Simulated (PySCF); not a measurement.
Z-matrix (Å, degrees):
```
O
H 1 0.9731
```
Charge 0, spin multiplicity 2.

Problem. Predict the dipole moment, highest occupied spin orbital and total energy from PySCF with PBE-D3(BJ)/def2-TZVP // PBE0-D3(BJ)/def2-TZVP.

Solution. 
```json
{
 "dipole_moment": "1.72 D",
 "highest_occupied_spin_orbital": "-7.16 eV",
 "total_energy": "-2059.41 eV"
}
```
